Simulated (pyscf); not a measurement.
Single points on ωB97X-D3(BJ)/def2-SVP structures (PySCF, gas phase).

Problem. Estimate by transition-state theory (the high-pressure limit) the rate constant of H₂N–AlH₂ (SMILES [NH2][AlH2]) -> H₂N–Al (SMILES [NH2][Al]) [singlet] + H₂ (SMILES [H][H]) (singlet surface; Al–H, Al–H broken, H–H formed) at 900 K, with ωB97M-D3(BJ)/def2-TZVP energies (ideal gas, 1 atm, RRHO with modes under 100 cm⁻¹ raised to 100, one conformer, R ln 2 for chiral ones without a mode under 150 cm⁻¹; no tunnelling).

Solution. The electronic barrier is 78.2 kcal/mol and the thermal terms add -3.0, so ΔG‡ = 75.2 kcal/mol. With k_BT/h = 1.88e+13 s⁻¹ and RT = 1.788 kcal/mol, k = 1.0e-05 s⁻¹; so small a molecule is far into fall-off at 1 atm, where the true rate is lower. Wigner's tunnelling factor for 1555i cm⁻¹ would be 1.26. A shift of 1 kcal/mol in the barrier changes k by a factor 1.7. One saddle was located; it need not be the lowest between these sides. One closed-shell reference is unstable to symmetry breaking; treat the single-reference values with care.
